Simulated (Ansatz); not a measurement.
# H6Si2: the cost of one run

Computed with Ansatz 0.2.0 (the levels named in each step, unless a step's input says otherwise).

### Step 1. The structure to begin with

Bond lengths: Si1–Si2 2.306 Å, Si1–H3 1.466 Å, Si1–H4 1.463 Å, Si1–H5 1.466 Å, Si2–H6 1.466 Å, Si2–H7 1.466 Å, Si2–H8 1.466 Å. Angles: Si1–Si2–H6 112.5°, Si1–Si2–H7 112.5°, Si1–Si2–H8 112.5°, H6–Si2–H7 106.3°, H6–Si2–H8 106.3°, H7–Si2–H8 106.3°, Si2–Si1–H3 112.5°, Si2–Si1–H4 112.7°, Si2–Si1–H5 112.5°, H3–Si1–H4 106.0°, H3–Si1–H5 106.3°, H4–Si1–H5 106.4°.

Structure file:

```xyz
8

Si   -1.1466    0.1174   -0.0192
Si    1.1466   -0.1174    0.0192
H    -1.7864   -0.7864   -0.9806
H    -1.5692    1.4683   -0.3911
H    -1.7607   -0.1639    1.2823
H     1.5648   -1.4771    0.3752
H     1.7853    0.7774    0.9897
H     1.7619    0.1762   -1.2790
```

### Step 2. A rough first relaxation, PBE-D4/def2-SVP

This run stands in another session on the same molecule. It ended at:

```xyz
8

Si   -1.1709    0.1187   -0.0203
Si    1.1698   -0.1198    0.0195
H    -1.7739   -0.8305   -1.0211
H    -1.5453    1.5255   -0.4035
H    -1.7481   -0.1813    1.3373
H     1.5435   -1.5300    0.3909
H     1.7724    0.8205    1.0289
H     1.7482    0.1914   -1.3350
```

### Step 3. Relaxation, B2PLYP/def2-TZVPP

Contents of input.yaml:

```yaml
crystal:
  periodic: [false, false, false]
  atoms:
    - { symbol: Si, position_ang: [-1.17085855, 0.11868745, -0.02030891] }
    - { symbol: Si, position_ang: [1.16979118, -0.1197989, 0.01949445] }
    - { symbol: H, position_ang: [-1.77391879, -0.83048193, -1.02111665] }
    - { symbol: H, position_ang: [-1.54531707, 1.52547584, -0.40349535] }
    - { symbol: H, position_ang: [-1.74809102, -0.18126921, 1.3372811] }
    - { symbol: H, position_ang: [1.5435216, -1.52997635, 0.39093335] }
    - { symbol: H, position_ang: [1.77239849, 0.82054934, 1.02885661] }
    - { symbol: H, position_ang: [1.74821415, 0.19143376, -1.33504458] }
basis:
  gaussian: { orbitals: def2-TZVPP }
hamiltonian:
  xc: { name: B2PLYP }
relax:
  f_tol: 0.002
  max_steps: 150
```

Started as:

```console
$ ansatz run input.yaml --threads 4 --pin off --max-ram 10240MiB --backend cpu --events-out ev --progress --plain --runs-dir out
```

What time and memory should one allow on 4 threads of AMD EPYC 7B13 (Zen 3), shared host?

About 18 s, with a peak of 0.57 GiB.
